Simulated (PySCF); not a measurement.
Species: N-methyl propargyl amine, C₄H₇N.
SMILES with atom numbers: `[CH:1]#[C:2][CH2:3][NH:4][CH3:5]` (hydrogens: H6 on C1; H7, H8 on C3; H9 on N4; H10, H11, H12 on C5)

Structure used (PBE0-D3(BJ)/def2-SVP), in Å, numbered top down from 1:
```xyz
12
C4H7N angstrom
C      2.8032   -0.0038    0.9275
C      1.6001    0.0366    0.8001
C      0.1508    0.1196    0.6469
N     -0.2544    0.1664   -0.7388
C     -1.6750    0.3169   -0.9136
H      3.8703   -0.0504    1.0417
H     -0.2125    0.9871    1.2472
H     -0.3051   -0.7714    1.1175
H      0.2548    0.9016   -1.2220
H     -1.9154    0.3863   -1.9846
H     -2.1148    1.2042   -0.4050
H     -2.1980   -0.5711   -0.5205
```

Method used: TDDFT CAM-B3LYP/def2-SVPD, vertical, gas phase, core orbitals frozen in the response in PySCF 2.14.0, density-fitted response routines.

Transition dipole moments from the ground state, in atomic units and in the frame of the coordinates above (overall signs are arbitrary), for the states with f of 0.002 or more among the lowest 10:

```json
{"state": "S3", "E (eV)": "6.766", "μx": "0.007", "μy": "0.000", "μz": "0.125"}
{"state": "S5", "E (eV)": "7.140", "μx": "-0.004", "μy": "-0.269", "μz": "-0.057"}
{"state": "S6", "E (eV)": "7.179", "μx": "-0.154", "μy": "0.301", "μz": "0.162"}
{"state": "S7", "E (eV)": "7.293", "μx": "-0.098", "μy": "0.321", "μz": "-0.113"}
{"state": "S8", "E (eV)": "7.411", "μx": "-0.310", "μy": "0.108", "μz": "0.183"}
{"state": "S9", "E (eV)": "7.728", "μx": "0.073", "μy": "0.415", "μz": "0.157"}
{"state": "S10", "E (eV)": "7.790", "μx": "0.152", "μy": "-0.098", "μz": "0.525"}
```

Question: What oscillator strength does each state have?

Answer: f = (2/3) ΔE |μ|² with ΔE in hartree (27.2114 eV).

| state | \|μ\|² (au) | \|μ\| (D) | f |
| --- | --- | --- | --- |
| S3 | 0.016 | 0.32 | 0.003 |
| S5 | 0.075 | 0.70 | 0.013 |
| S6 | 0.141 | 0.95 | 0.025 |
| S7 | 0.125 | 0.90 | 0.022 |
| S8 | 0.141 | 0.96 | 0.026 |
| S9 | 0.203 | 1.14 | 0.038 |
| S10 | 0.308 | 1.41 | 0.059 |

Question: Which bond between heavy atoms lies closest to the direction of the S10 transition dipole?

Answer: C3–N4, at 8° from it; next N4–C5 at 66°.

Question: What angle do the transition dipoles of S5 and S8 make?

Answer: |cos θ| = |μa·μb| / (|μa| |μb|) = 0.37, so θ ≈ 68° (taken between 0 and 90°, since the signs are arbitrary).

Question: How is the summed strength of these states shared among x, y and z?

Answer: (2/3) Σ ΔE μα² gives 0.029 for x, 0.084 for y and 0.073 for z, 0.186 in all.

Question: What peak molar absorption coefficient would the strongest computed level give as a lone Gaussian band 0.3 eV wide at half height?

Answer: ε(max) = 2.175×10⁸ f / FWHM, with the width in cm⁻¹. S10: 2.175×10⁸ × 0.0588 / 2420 ≈ 5300 L mol⁻¹ cm⁻¹.

All these states lie below the vertical ionisation energy of 9.00 eV (ΔSCF).

One conformer stands for the species.
